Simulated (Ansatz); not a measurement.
**SiO+ (doublet): wave-function methods side by side, cc-pVDZ**

Aim: climb from Hartree-Fock through coupled cluster and multireference methods for SiO+ (doublet) at one geometry and basis, and see what each rung misses.

Computed with Ansatz 0.2.0, Gaussian basis. Level: cc-pVDZ, correlated electrons: outside noble gas.

The runs, in order: UHF; CCSD(T) on ROHF; CCSD(T) on UHF; BCCD(T) on ROHF; CISD; CCSDT(Q) on ROHF; CCSDT(Q) on UHF; CASSCF and MRCISD+Q, 9 electrons in 8 orbitals; CASSCF and NEVPT2, 9 electrons in 8 orbitals.

**1. What is computed**

The geometry is a PBE0/def2-TZVP stationary point (not a proven minimum) of the parent state, kept for this charge and spin.

2 atoms, charge 1, spin multiplicity 2.

Atoms are counted from 1 here; the program's logs count them from 0.

Bond lengths: Si1–O2 1.724 Å.

In the tables R marks a restricted open-shell determinant and U an unrestricted one; 'valence' is the active space of 9 electrons in 8 orbitals; correlation energies count from the lowest restricted Hartree-Fock solution.

**2. UHF**

The input, in.yaml:

```yaml
crystal:
  periodic: [false, false, false]
  atoms:
    - {symbol: Si, position_ang: [0.000000, 0.000000, 0.000000]}
    - {symbol: O, position_ang: [0.000000, 0.000000, 1.723500]}
basis:
  gaussian: {orbitals: cc-pVDZ}
total_charge: 1
magnetization: {spin_polarized: true, initial_magnetization: 1}
hamiltonian: {xc: hf}
output: {orbitals: {seedname: orbitals}}
```

Started as:

```
ansatz run in.yaml --threads 1 --pin off --events-out ev --progress --plain --max-ram 2393MiB
```

Further steps of the session: CCSD(T) on ROHF; CCSD(T) on UHF; BCCD(T) on ROHF; CISD; CCSDT(Q) on ROHF; CCSDT(Q) on UHF; CASSCF and MRCISD+Q, 9 electrons in 8 orbitals; CASSCF and NEVPT2, 9 electrons in 8 orbitals.

**Question.** What will the summary of the whole plan be? Wanted: correlation energy, UCCSDT(Q); RMP2 from UCCSDT(Q); UMP2 from UCCSDT(Q); RCCSD from UCCSDT(Q); RCCSD(T) from UCCSDT(Q); UCCSD(T) from UCCSDT(Q); RCCSDT(Q) from UCCSDT(Q); NEVPT2 valence from UCCSDT(Q); MRCISD+Q valence from UCCSDT(Q).

**Answer**, as computed:

| quantity | value |
| --- | --- |
| correlation energy, UCCSDT(Q) | -6.4474 eV |
| RMP2 from UCCSDT(Q) | +932.4 meV |
| UMP2 from UCCSDT(Q) | +929.1 meV |
| RCCSD from UCCSDT(Q) | +229.4 meV |
| RCCSD(T) from UCCSDT(Q) | +49.7 meV |
| UCCSD(T) from UCCSDT(Q) | +49.7 meV |
| RCCSDT(Q) from UCCSDT(Q) | +6.3 meV |
| NEVPT2 valence from UCCSDT(Q) | +897.0 meV |
| MRCISD+Q valence from UCCSDT(Q) | +59.9 meV |
| levels of the table within 1 kcal/mol (43 meV) | RCCSDT, UCCSDT, RCCSDT(Q) |
| T1 diagnostic | 0.030 |
| effectively unpaired electrons | 1.05 |

What this shows: RCCSD(T) lands +49.7 meV from the yardstick (0.8 % of the correlation energy). One determinant dominates. Of the multireference levels listed MRCISD+Q valence comes nearest in total energy (+59.9 meV), which doesn't show that its space is the better one. These misses are within one basis, not against nature; the frozen cores of restricted and unrestricted runs differ, which can shift their rows.
